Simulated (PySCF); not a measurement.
**CH4: a base run and its variants**

Base input, run as `OMP_NUM_THREADS=1 python input.py` with PySCF 2.14:

```python
from pyscf import gto, dft

mol = gto.M(
    atom='C 0 0 0; H 0.8896 0 0.629; H -0.8896 0 0.629; H 0 0.8896 -0.629; H 0 -0.8896 -0.6291',
    basis='6-311++g**',
    charge=0,
    spin=0,
    verbose=4,
)
mf = dft.RKS(mol, xc='camb3lyp')
mf = mf.density_fit(auxbasis='def2-universal-jkfit')
mf.kernel()
mf.dip_moment()
print('orbital energies (hartree):', mf.mo_energy[..., max(0, mol.nelec[1]-3):mol.nelec[0]+3].round(4))
```

Base result: E(SCF) = -40.499755 Eh, 6 cycles, μ(SCF) = 0.00 D. 

Hardware: Arm Neoverse N1, 1 thread, shared host. Wall time 3 s, peak memory 0.21 GiB.

Each row names what differs from the base; energies in brackets are changes from the base.

| change | result | wall time (s) |
| --- | --- | --- |
| basis set: 6-311++g** → lanl2dz | E(SCF) = -40.479752 Eh (+0.5443 eV), 6 cycles, μ(SCF) = 0.00 D | 1.9 |
| step after the SCF: none → eomee; SCF type: RKS → RHF; functional: camb3lyp → none (Hartree–Fock); frozen orbitals: default → 1; number of roots: default → 3 | E(SCF) = -40.209088 Eh, 7 cycles, E(CCSD) − E(SCF) = -0.19261 Eh, μ(SCF) = 0.00 D, excitation roots 10.137, 10.137, 10.137, 10.137 eV | 17 |
| cycle limit: 50 → 2 [unsound on purpose] | not converged: SCF after 2 cycles | 1.8 |
| DIIS space: default → off [unsound on purpose] | not converged: SCF after 50 cycles | 11 |
| smearing width (hartree): none → 0.2 [unsound on purpose] | E(SCF) = -39.232757 Eh (+34.4768 eV), 12 cycles, μ(SCF) = 0.00 D | 6.2 |
| charge: 0 → 1; spin (2S): 0 → 1; SCF type: RKS → UKS [an earlier cycle lay lower, so not the lowest solution of its kind] [another spin of the ion may lie lower] | E(SCF) = -39.974766 Eh (+14.2857 eV), ⟨S²⟩ = 0.753 | 7.6 |
| spin-free X2C: off → on [basis contracted without relativity] | E(SCF) = -40.514030 Eh, 6 cycles, μ(SCF) = 0.00 D | 2.8 |
| basis set: 6-311++g** → jorge-dzp | E(SCF) = -40.483079 Eh (+0.4538 eV), 7 cycles, μ(SCF) = 0.00 D | 2.8 |
| cycle limit: 50 → 200 | E(SCF) = -40.499755 Eh (+0.0000 eV), 6 cycles, μ(SCF) = 0.00 D | 2.8 |
| basis set: 6-311++g** → x2c-tzvpall; spin-free X2C: off → on | E(SCF) = -40.518490 Eh, 6 cycles, μ(SCF) = 0.00 D | 3.2 |
| basis set: 6-311++g** → pcseg-1 | E(SCF) = -40.478191 Eh (+0.5868 eV), 6 cycles, μ(SCF) = 0.00 D | 2.4 |
| functional: camb3lyp → hse [unsound on purpose] | stops with KeyError ("LibXCFunctional: name 'HSE' not found.") | 1 |
